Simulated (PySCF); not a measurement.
## Fluorine: a sound run and one with changed settings

Sound run: F [He] 2s2 2p5, F⁺ [He] 2s2 2p4. Computed with PySCF 2.14 in def2-SVP, with the non-relativistic Hamiltonian (point nucleus). The sound run starts from symmetry-adapted Hartree-Fock orbitals and uses a fine grid where one is needed.

Changed run: 26 angular points. This setting is unsound on purpose.

```tsv
species	method	sound run (hartree)	changed run (hartree)	converged
F	UHF	-99.28405	-99.28405	yes
F	B3LYP	-99.64047	-99.64002	yes
F	r2SCAN	-99.59875	-99.60047	yes
F⁺	UHF	-98.70445	-98.70445	yes
F⁺	B3LYP	-98.99538	-98.99455	yes
F⁺	r2SCAN	-98.95729	-98.95949	yes
```

Ionisation energy of F:

```csv
method,sound run (eV),changed run (eV)
UHF,15.772,15.772
B3LYP,17.554,17.564
r2SCAN,17.455,17.442
```

A coarse angular grid integrates products of high-l functions wrongly, so density functionals can shift, and the SCF can exploit the error; Hartree-Fock and MP2 need no grid.

For comparison, NIST gives 17.423 eV between the lowest levels.
